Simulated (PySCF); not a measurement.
Species: CH4S.
SMILES with atom numbers: `[CH3:1][SH:2]` (hydrogens: H3, H4, H5 on C1; H6 on S2)

The calculation used PBE0-D3(BJ)/def2-SVP geometry optimisation, gas phase in PySCF 2.14.0.

Q: What internal coordinates does the optimisation give?

A: 
```csv
bond,length (Å),order
C1–S2,1.812,single
"C1–H3, C1–H4, C1–H5",1.099,single
S2–H6,1.350,single
```

Bonds in one row agree within 0.01 Å and their mean is given. Orders are formal, as drawn. A selection of angles:
```csv
angle,degrees
S2–C1–H3,112.0
S2–C1–H4,106.3
H3–C1–H4,108.3
H3–C1–H5,109.9
C1–S2–H6,97.0
```

Point group: Cs (tolerance 0.08 Å). No frequency check.

---

Sulfur dicyanide, C₂N₂S.
Bonds: N1–C2 (triple), C2–S3, S3–C4, C4–N5 (triple).

Level of theory: PBE0-D3(BJ)/def2-TZVP geometry optimisation, gas phase in PySCF 2.14.0.

Task: List the bond lengths and angles at this level.

Result: 
| bond | length (pm) | order |
| --- | --- | --- |
| N1≡C2, C4≡N5 | 115.3 | triple |
| C2–S3, S3–C4 | 169.0 | single |

Bonds in one row agree within 1 pm and their mean is given. Orders are formal, as drawn. A selection of angles:
| angle | degrees |
| --- | --- |
| N1–C2–S3 | 175.2 |
| C2–S3–C4 | 99.1 |

The 5 heavy atoms lie in one plane (0.001 Å rms).

Point group: C2v (tolerance 0.08 Å). Whether it is a minimum is left open (no frequencies).

---

Mn(NH2)2 (sextet state).
Bonds: Mn1–N2, Mn1–N5. Hydrogens: H3, H4 on N2; H6, H7 on N5.

Computed, not measured: PySCF 2.14.0, PBE0-D3(BJ)/def2-SVP geometry optimisation, gas phase.

Q: List the bond lengths and angles at this level.

A: 
```tsv
bond	length (bohr)
Mn1–N2, Mn1–N5	3.554
N2–H3 and 3 like bonds	1.920
```

Bonds in one row agree within 0.02 bohr and their mean is given. A selection of angles:
```tsv
angle	degrees
N2–Mn1–N5	180.0
Mn1–N2–H3	126.5
H3–N2–H4	107.1
```

N2 (nitrogen bonded to Mn and 2 H) is planar (angles 126.5°, 126.4° and 107.1°, sum 360.0°, 0.01 Å off the plane of its three neighbours).

Point group: D2d (every atom within 0.08 Å of its image). PBE0-D3(BJ)/def2-SVP frequencies: not computed here. ⟨S²⟩ = 8.766 (exact for a sextet: 8.75).
